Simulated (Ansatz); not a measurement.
C6H8 (`C1=CCC=CC1`). Charge 0, multiplicity 1.

```tsv
atom	x (Å)	y (Å)	z (Å)
C1	-0.985	0.976	0.258
C2	-0.216	0.584	1.265
C3	0.865	-0.438	1.130
C4	0.983	-0.979	-0.257
C5	0.213	-0.587	-1.264
C6	-0.862	0.441	-1.131
H7	-1.752	1.725	0.432
H8	-0.364	1.018	2.250
H9	1.826	-0.008	1.446
H10	0.690	-1.261	1.838
H11	1.746	-1.732	-0.429
H12	0.358	-1.025	-2.248
H13	-0.677	1.267	-1.834
H14	-1.824	0.019	-1.455
```

(1) Give the diagnostics of a CCSD(T)/def2-TZVPP run (frozen core, Ansatz). (Estimate.)

## Answers

(1) The calculation gave: T1 = 0.0105, largest single amplitude 0.018, largest double 0.061, (T) share of the correlation energy 4.5 %, 8 CCSD cycles. The RHF solution is stable towards an unrestricted one. T1 lies under the customary mark of 0.02 for closed shells.
